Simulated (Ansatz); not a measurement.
**BNH6 (SMILES [BH3-][NH3+]) at 6 levels**

Wanted: a comparison of 6 runs (BHLYP/STO-3G, CAM-B3LYP/STO-3G, UMP2/STO-3G, BCCD(T)/STO-3G, CCSD/STO-3G, CCSD(T)/STO-3G) of BNH6. 

The calculation is run with Ansatz 0.2.0.

48 further runs of the same task are left out: 2 that didn't finish, 46 set aside as unsound or not needed.

## Step 1: The system as given

BNH6: 8 atoms, total charge 0, spin state singlet. SMILES: `[BH3-][NH3+]`. The H5–B1 distance was set to 3.030 Å, away from the relaxed value. At this shape a bond of the SMILES string is far longer than usual.

Bond lengths: B1–N2 1.639 Å, B1–H3 1.212 Å, B1–H4 1.212 Å, N2–H6 1.015 Å, N2–H7 1.015 Å, N2–H8 1.015 Å. Angles: B1–N2–H6 110.9°, B1–N2–H7 110.9°, B1–N2–H8 110.9°, N2–B1–H3 105.3°, N2–B1–H4 105.3°, H6–N2–H7 108.0°, H6–N2–H8 108.0°, H7–N2–H8 108.0°, H3–B1–H4 113.3°.

## Step 2: A single-point energy at BHLYP/STO-3G (run 1)

job.yaml

```yaml
crystal:
  periodic: [false, false, false]
  atoms:
    - {symbol: B, position_ang: [-1.384849, -1.062899, -0.380900]}
    - {symbol: N, position_ang: [-0.987049, -1.568799, 1.126200]}
    - {symbol: H, position_ang: [-1.271749, -2.042099, -1.086500]}
    - {symbol: H, position_ang: [-2.526149, -0.663999, -0.292700]}
    - {symbol: H, position_ang: [0.604400, 1.126600, -1.038400]}
    - {symbol: H, position_ang: [-1.052749, -0.806699, 1.793200]}
    - {symbol: H, position_ang: [-0.036949, -1.924999, 1.149800]}
    - {symbol: H, position_ang: [-1.607549, -2.310199, 1.435000]}
basis:
  gaussian: {orbitals: STO-3G}
hamiltonian: {xc: {name: BHLYP}}
accuracy: high
```

Command:

```console
$ ansatz run job.yaml --threads 1 --pin off --max-ram 2610MiB --events-out events.jsonl --progress --plain --runs-dir runs
```

Standard output:

```text
Warning: RAYON_NUM_THREADS=1 ignored (pool sized by the plan → 1); use --threads N
Functional definition: BHLYP
  name "BHLYP"
  parameter a = 0.5
  exchange = (1 - a)*b88_x + a*exact_x
  correlation = lyp_c
274 factors; integrals over basis functions are off by at most 8.0e-9 eV
mean field evaluation 1: about -2221.3228 eV, gradient 1.6e1 eV
mean field evaluation 2: about -2209.3775 eV, gradient 3.3e1 eV
mean field evaluation 4: about -2225.0642 eV, gradient 1.3e1 eV
mean field evaluation 8: about -2226.0215 eV, gradient 1.2e-1 eV
mean field evaluation 16: about -2226.0189 eV, gradient 3.3e-6 eV
mean field -2226.01889876 eV, -81.8046856796 hartree, gradient 5.5e-8 eV, S^2 0.000000; 0 other end points of the search recorded, 0 dependent functions left out
reference -2226.01892080 eV, -81.8046864895 hartree; 9, 9 occupied and 7, 7 virtual orbitals, 274 factors
Total energy: -2226.01892080 eV, -81.8046864895 hartree
```

It took 1.3 s on 1 thread of Arm Neoverse V1, shared host; peak memory 0.096 GiB.

## Step 3: A single-point energy at CAM-B3LYP/STO-3G (run 2)

run.yaml

```yaml
crystal:
  periodic: [false, false, false]
  atoms:
    - symbol: B
      position_ang: [-1.384849, -1.062899, -0.380900]
    - symbol: N
      position_ang: [-0.987049, -1.568799, 1.126200]
    - symbol: H
      position_ang: [-1.271749, -2.042099, -1.086500]
    - symbol: H
      position_ang: [-2.526149, -0.663999, -0.292700]
    - symbol: H
      position_ang: [0.604400, 1.126600, -1.038400]
    - symbol: H
      position_ang: [-1.052749, -0.806699, 1.793200]
    - symbol: H
      position_ang: [-0.036949, -1.924999, 1.149800]
    - symbol: H
      position_ang: [-1.607549, -2.310199, 1.435000]
basis:
  gaussian:
    orbitals: STO-3G
total_charge: 0
hamiltonian:
  xc: {name: CAM-B3LYP}
accuracy: high
```

Command:

```console
$ ansatz run run.yaml --threads 1 --pin off --max-ram 2610MiB --events-out events.jsonl --progress --plain --runs-dir runs
```

Standard output:

```text
Warning: RAYON_NUM_THREADS=1 ignored (pool sized by the plan → 1); use --threads N
Functional definition: CAM-B3LYP
  name "CAM-B3LYP"
  parameter alpha = 0.19
  parameter beta = 0.46
  parameter omega = 0.33/bohr
  parameter ac = 0.81
  exchange = (1 - alpha - beta)*b88_x + beta*b88_x_sr(omega) + alpha*exact_x + beta*exact_x_lr(omega)
  correlation = (1 - ac)*vwn5_c + ac*lyp_c
274 factors; integrals over basis functions are off by at most 8.0e-9 eV
171 factors; integrals over basis functions are off by at most 9.2e-10 eV
mean field evaluation 1: about -2220.9346 eV, gradient 1.7e1 eV
mean field evaluation 2: about -2209.1525 eV, gradient 3.4e1 eV
mean field evaluation 4: about -2225.0701 eV, gradient 1.4e1 eV
mean field evaluation 8: about -2226.1315 eV, gradient 3.2e-1 eV
mean field evaluation 16: about -2226.0874 eV, gradient 5.7e-6 eV
mean field -2226.08735279 eV, -81.8072013189 hartree, gradient 1.3e-8 eV, S^2 0.000000; 0 other end points of the search recorded, 0 dependent functions left out
reference -2226.08736840 eV, -81.8072018925 hartree; 9, 9 occupied and 7, 7 virtual orbitals, 274 factors
Total energy: -2226.08736840 eV, -81.8072018925 hartree
```

Run time: 1.4 s. Hardware: 1 thread of Arm Neoverse V1, shared host; peak memory 0.098 GiB.

Run 3 isn't shown in full; the table further down has it.

## Step 4: The energy at BCCD(T)/STO-3G (run 4)

in.yaml

```yaml
crystal:
  periodic: [false, false, false]
  atoms:
    - symbol: B
      position_ang: [-1.384849, -1.062899, -0.380900]
    - symbol: N
      position_ang: [-0.987049, -1.568799, 1.126200]
    - symbol: H
      position_ang: [-1.271749, -2.042099, -1.086500]
    - symbol: H
      position_ang: [-2.526149, -0.663999, -0.292700]
    - symbol: H
      position_ang: [0.604400, 1.126600, -1.038400]
    - symbol: H
      position_ang: [-1.052749, -0.806699, 1.793200]
    - symbol: H
      position_ang: [-0.036949, -1.924999, 1.149800]
    - symbol: H
      position_ang: [-1.607549, -2.310199, 1.435000]
basis:
  gaussian: {orbitals: STO-3G}
magnetization: {spin_polarized: false, initial_magnetization: 0}
correlation: {method: bccd_t, frozen_orbitals: {B: 1, H: 0, "N": 1}}
accuracy: high
scf: {omitted_lower_state_checks: [cluster_reference, increment]}
```

Command:

```console
$ ansatz run in.yaml --threads 1 --pin off --max-ram 2610MiB --events-out events.jsonl --progress --plain --runs-dir runs
```

Standard output:

```text
Warning: RAYON_NUM_THREADS=1 ignored (pool sized by the plan → 1); use --threads N
[... 11 lines left out ...]
2 core orbitals not correlated: weight in the atoms' cores, before any rotation towards them, 1.000 or more for the frozen orbitals, at most 0.000 for the correlated occupied ones
[... 28 lines left out ...]
WARN: these amplitudes may be one of several solutions (largest doubles amplitude 0.74, level shift 10.07 eV)
Total energy: -2218.16460161 eV, -81.5160455832 hartree
Checks for a lower state left out: cluster_reference, increment
```

It took 0.18 s on 1 thread of Arm Neoverse V1, shared host.

Run 5 isn't shown in full; the table further down has it.

## Step 5: The energy at CCSD(T)/STO-3G (run 6)

run.yaml

```yaml
crystal:
  periodic: [false, false, false]
  atoms:
    - {symbol: B, position_ang: [-1.384849, -1.062899, -0.380900]}
    - {symbol: "N", position_ang: [-0.987049, -1.568799, 1.126200]}
    - {symbol: H, position_ang: [-1.271749, -2.042099, -1.086500]}
    - {symbol: H, position_ang: [-2.526149, -0.663999, -0.292700]}
    - {symbol: H, position_ang: [0.604400, 1.126600, -1.038400]}
    - {symbol: H, position_ang: [-1.052749, -0.806699, 1.793200]}
    - {symbol: H, position_ang: [-0.036949, -1.924999, 1.149800]}
    - {symbol: H, position_ang: [-1.607549, -2.310199, 1.435000]}
basis:
  gaussian: {orbitals: STO-3G}
total_charge: 0
correlation: {method: ccsd_t, frozen_orbitals: {B: 1, H: 0, "N": 1}}
accuracy: high
scf: {omitted_lower_state_checks: [cluster_reference, increment]}
```

Command:

```console
$ ansatz run run.yaml --threads 1 --pin off --max-ram 2610MiB --events-out events.jsonl --progress --plain --runs-dir runs
```

Standard output:

```text
Warning: RAYON_NUM_THREADS=1 ignored (pool sized by the plan → 1); use --threads N
[... 11 lines left out ...]
2 core orbitals not correlated: weight in the atoms' cores, before any rotation towards them, 1.000 or more for the frozen orbitals, at most 0.000 for the correlated occupied ones
[... 30 lines left out ...]
WARN: these amplitudes may be one of several solutions (largest doubles amplitude 0.81, level shift 10.07 eV)
Total energy: -2218.30163019 eV, -81.5210812905 hartree
Checks for a lower state left out: cluster_reference, increment
```

Run time: 0.14 s. Hardware: 1 thread of Arm Neoverse V1, shared host.

## Step 6: Overview of the runs

```tsv
run	level	frozen core orbitals	energy (Eh)	wall time
1	BHLYP/STO-3G	–	-81.804686	1.3 s
2	CAM-B3LYP/STO-3G	–	-81.807202	1.4 s
3	UMP2/STO-3G	2	-81.480748	0.12 s
4	BCCD(T)/STO-3G	2	-81.516046	0.18 s
5	CCSD/STO-3G	2	-81.511432	0.14 s
6	CCSD(T)/STO-3G	2	-81.521081	0.14 s
```

## Step 7: What came out

```
                                          quantity         value
                               run 6: total energy  -81.52108 Eh
run 6: correlation energy (2 core orbitals frozen)    -287.6 mEh
                             run 6: (T) correction     -9.65 mEh
                              run 6: T1 diagnostic         0.080
```

Totals of different functionals can't be ranked against each other. In runs 5, 6 the T1 diagnostic is large, so a single reference may not serve. In runs 4, 5, 6 the log says that unrestricted orbitals would lower the reference, so the values rest on an unstable closed-shell determinant (other closed-shell runs at this shape may share the fault). In runs 1, 2, 3, 4, 5, 6 the basis is minimal, so the values are rough. Spin contamination of the reference: run 3 ⟨S²⟩ = 0.99. Where it is this large, the reference is a mixture of spin states, and values that rest on it are in doubt. All runs together took 3.2 s, the longest 1.4 s.
